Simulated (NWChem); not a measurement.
**Correlation energy of DMSO (C$_{2}$H$_{6}$OS)**

SMILES: CS(C)=O
```xyz
10

C     -0.6613     0.5218    -1.3725
S      0.5039     0.0967     0.0000
C     -0.6613     0.5218     1.3725
O      0.6360    -1.4147     0.0000
H     -0.1374     0.2484    -2.3077
H     -0.8982     1.6041    -1.3677
H     -1.5723    -0.0980    -1.2581
H     -1.5723    -0.0980     1.2581
H     -0.1374     0.2484     2.3077
H     -0.8982     1.6041     1.3677
```
Charge 0, spin multiplicity 1.

Program: NWChem. All single points use one geometry, from PBE/def2-SVP, a minimum by its harmonic frequencies.

Basis set: cc-pVDZ. Each correlation energy counts from its own Hartree-Fock reference.

The correlated methods keep 8 core orbitals frozen. Coupled-cluster values serve here as a point of comparison, not as the truth.

```csv
method,correlation energy (mHa)
RI-MP2,-621.0
MP2,-621.1
SCS-MP2,-613.6
CR-CCSD[T],?
CR-CCSD(T),-680.5
CCSD,?
CCSD+T(CCSD),-688.3
CCSD(T),?
```

**Question.** Fill in the missing entries.

**Answer.** 
- CR-CCSD[T], correlation energy (mHa): -681.8
- CCSD, correlation energy (mHa): -665.4
- CCSD(T), correlation energy (mHa): -686.5
